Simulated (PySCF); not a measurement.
An element was calculated at UHF (PySCF 2.14, non-relativistic, a triple-zeta basis, no spin-orbit coupling), in the ground configurations that NIST lists.

| Property | Result |
| --- | --- |
| electron affinity | 1.189 eV |
| first ionisation energy | 15.660 eV |
| second ionisation energy | 33.412 eV |
| third ionisation energy | 62.257 eV |
| polarisability of the atom | 3.27 bohr³ |

Q: Which element is it?

A: Fluorine (F, Z = 9), in def2-TZVPPD. NIST lists 17.423, 34.971, 62.708 eV for these ionisation energies.
